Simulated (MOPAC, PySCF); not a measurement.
Potential energy curve for BeH, doublet. Each curve is given relative to its own lowest point near equilibrium.

```
R / Å      A     B      C      D
-----  -----  ----  -----  -----
1.09    62.4  66.9   64.9   73.2
1.15    32.5  44.8   34.5   40.9
1.22    11.5  25.3   12.8   17.0
1.29     1.7  11.8    2.3    4.3
1.33     0.0   6.6    0.1    0.9
1.36     0.2   3.6    0.0    0.0
1.38     1.0   2.2    0.6    0.0
1.43     4.9   0.0    3.8    2.1
1.51    15.6   0.5   13.6   10.0
1.57    26.2   3.5   23.5   18.9
1.67    46.9  11.8   43.3   37.2
1.85    88.4  30.2   83.5   75.7
2.05   132.3  48.6  127.1  118.7
2.23   164.0     —  160.4  152.1
2.45   189.1     —  190.8  180.9
2.73   202.9     —  214.8  196.9
2.98   206.7     —  226.4  199.4
3.30   207.8     —  233.4  198.6
3.69   207.9     —  236.3  197.4
4.11   207.8     —  237.0  196.8
4.72   207.9     —  237.2  196.5
```

Energies in kJ/mol.

**Question.** Match the curves with the methods MOPAC with AM1, unrestricted, heats of formation; CASSCF(3,3)/cc-pVTZ (PySCF); CCSD(T) on UHF/cc-pVTZ in PySCF 2.14.0; unrestricted BLYP/cc-pVTZ (PySCF 2.14.0).

**Answer.** A is UCCSD(T); B is AM1; C is UKS-BLYP; D is CASSCF(3,3).

A dash means that the run gave no value there, or that the column was ended at a point which the program doubted or which failed a test of continuity chosen for this set; such a test can also cut sound points.

The scan ran from 1.09 to 5.41 Å; beyond the distances shown one of the unrestricted levels run for this scan, shown here or not, changes its spin distribution in one step. The unrestricted determinant behind UCCSD(T) is spin-contaminated at 2.05 to 4.72 Å (<S²> up to 1.0, against 0.75 for a pure doublet).
